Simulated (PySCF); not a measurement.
**MgSi: frontier orbitals**

B3LYP at R = 2.596 Å; PySCF, no relativity, basis sets Mg aug-pcseg-1, Si aug-pcseg-1. State: ³Σ⁻ (triplet), unpaired electrons π ↑↑. Only the outer orbitals are listed, counted within each symmetry.

```json
{"spin": "α", "orbital": "6σ", "occ.": "1", "ε (eV)": "-51.32", "on Mg (%)": "100", "main shells (%)": "100 Mg p"}
{"spin": "α", "orbital": "2π", "occ.": "1", "ε (eV)": "-51.31", "on Mg (%)": "100", "main shells (%)": "100 Mg p"}
{"spin": "α", "orbital": "2π", "occ.": "1", "ε (eV)": "-51.31", "on Mg (%)": "100", "main shells (%)": "100 Mg p"}
{"spin": "α", "orbital": "7σ", "occ.": "1", "ε (eV)": "-12.02", "on Mg (%)": "4", "main shells (%)": "95 Si s"}
{"spin": "α", "orbital": "8σ", "occ.": "1", "ε (eV)": "-6.24", "on Mg (%)": "55", "main shells (%)": "54 Mg s, 38 Si p"}
{"spin": "α", "orbital": "3π", "occ.": "1", "ε (eV)": "-4.82", "on Mg (%)": "7", "main shells (%)": "92 Si p"}
{"spin": "α", "orbital": "3π", "occ.": "1", "ε (eV)": "-4.82", "on Mg (%)": "7", "main shells (%)": "92 Si p"}
{"spin": "α", "orbital": "9σ", "occ.": "0", "ε (eV)": "-2.98", "on Mg (%)": "65", "main shells (%)": "36 Mg s, 35 Si p, 29 Mg p"}
{"spin": "α", "orbital": "4π", "occ.": "0", "ε (eV)": "-0.87", "on Mg (%)": "95", "main shells (%)": "95 Mg p"}
{"spin": "α", "orbital": "4π", "occ.": "0", "ε (eV)": "-0.87", "on Mg (%)": "95", "main shells (%)": "95 Mg p"}
{"spin": "β", "orbital": "6σ", "occ.": "1", "ε (eV)": "-51.33", "on Mg (%)": "100", "main shells (%)": "100 Mg p"}
{"spin": "β", "orbital": "2π", "occ.": "1", "ε (eV)": "-51.31", "on Mg (%)": "100", "main shells (%)": "100 Mg p"}
{"spin": "β", "orbital": "2π", "occ.": "1", "ε (eV)": "-51.31", "on Mg (%)": "100", "main shells (%)": "100 Mg p"}
{"spin": "β", "orbital": "7σ", "occ.": "1", "ε (eV)": "-10.39", "on Mg (%)": "10", "main shells (%)": "89 Si s"}
{"spin": "β", "orbital": "8σ", "occ.": "1", "ε (eV)": "-5.90", "on Mg (%)": "74", "main shells (%)": "72 Mg s, 18 Si p"}
{"spin": "β", "orbital": "9σ", "occ.": "0", "ε (eV)": "-2.76", "on Mg (%)": "48", "main shells (%)": "45 Si p, 38 Mg p, 10 Mg s"}
{"spin": "β", "orbital": "3π", "occ.": "0", "ε (eV)": "-2.28", "on Mg (%)": "34", "main shells (%)": "65 Si p, 34 Mg p"}
{"spin": "β", "orbital": "3π", "occ.": "0", "ε (eV)": "-2.28", "on Mg (%)": "34", "main shells (%)": "65 Si p, 34 Mg p"}
```

Which are the highest filled and the lowest empty level, where do they sit, and how wide is the gap?

Highest filled α 3π at -4.82 eV (in %: 92 Si p); lowest empty α 9σ at -2.98 eV (in %: 36 Mg s, 35 Si p, 29 Mg p); the gap at B3LYP is 1.84 eV.

```
bond order (Mayer)                               : 1.06
⟨S²⟩                                             : 2.053
charge on Mg (Mulliken, basis-dependent)         : 0.44
charge on Mg (Löwdin, basis-dependent)           : 0.57
dipole moment (positive dipole means Mg(−)Si(+)) : -3.59 D
polarisability along the bond                    : 162.5 bohr³
polarisability across the bond                   : 94.0 bohr³
```

The state is the lowest determinant that a PBE0 search found; another state may lie lower at other levels.
